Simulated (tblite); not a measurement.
Level: GFN2-xTB in tblite, geometry and Hessian alike; calculated harmonic values, unscaled, isolated species. This tight-binding method is rough: wavenumbers can miss measured ones by several per cent, in bad cases by 10 to 20. Modes of hydrogen on phosphorus and silicon can be 10 to 20 % off. One conformer each. Thermal functions are those of the rigid rotor and harmonic oscillator, without mixing of conformers.

Question: Order these by their heat capacity Cp at 298.15 K, highest first (cal/(mol K)).
A. `C=CC[C@]1(C)C[SiH2]O[SiH2]1`
B. `CN(C)C/P=P/N(C)C`
C. `CC(=S)[C@H]1CCC[NH2+]C1`
D. `O1C([C@]1(COC)C#N)(F)F`
E. `C1=CC2=C(C=CO2)O1`
F. `C#CC[P@@H](=S)C1CCCC1`

Answer: A (47.8), B (46.3), F (45.0), C (37.8), D (36.7), E (23.3).

```json
{"SMILES": "C=CC[C@]1(C)C[SiH2]O[SiH2]1", "atoms": "23", "mass (u)": "158.06", "symmetry number": "1", "modes under 300 cm⁻¹": "8", "ZPE (kcal/mol)": "113.0", "S translation (cal/(mol K))": "41.1", "S rotation": "30.0", "S vibration": "33.6", "S": "104.7", "Cp": "47.8"}
{"SMILES": "CN(C)C/P=P/N(C)C", "atoms": "23", "mass (u)": "164.06", "symmetry number": "1", "modes under 300 cm⁻¹": "12", "ZPE (kcal/mol)": "119.7", "S translation (cal/(mol K))": "41.2", "S rotation": "30.4", "S vibration": "44.0", "S": "115.6", "Cp": "46.3"}
{"SMILES": "C#CC[P@@H](=S)C1CCCC1", "atoms": "23", "mass (u)": "172.05", "symmetry number": "1", "modes under 300 cm⁻¹": "9", "ZPE (kcal/mol)": "116.7", "S translation (cal/(mol K))": "41.4", "S rotation": "30.7", "S vibration": "37.5", "S": "109.6", "Cp": "45.0"}
{"SMILES": "CC(=S)[C@H]1CCC[NH2+]C1", "atoms": "23", "mass (u)": "144.08", "symmetry number": "1", "modes under 300 cm⁻¹": "5", "ZPE (kcal/mol)": "126.3", "S translation (cal/(mol K))": "40.8", "S rotation": "29.3", "S vibration": "23.6", "S": "93.7", "Cp": "37.8"}
{"SMILES": "COC[C@@]1(C#N)OC1(F)F", "atoms": "15", "mass (u)": "149.03", "symmetry number": "1", "modes under 300 cm⁻¹": "7", "ZPE (kcal/mol)": "61.4", "S translation (cal/(mol K))": "40.9", "S rotation": "29.7", "S vibration": "30.9", "S": "101.6", "Cp": "36.7"}
{"SMILES": "c1cc2occc2o1", "atoms": "12", "mass (u)": "108.02", "symmetry number": "2", "modes under 300 cm⁻¹": "1", "ZPE (kcal/mol)": "53.3", "S translation (cal/(mol K))": "40.0", "S rotation": "25.8", "S vibration": "7.3", "S": "73.1", "Cp": "23.3"}
```

Entropies and Cp are for 298.15 K and 1 bar.
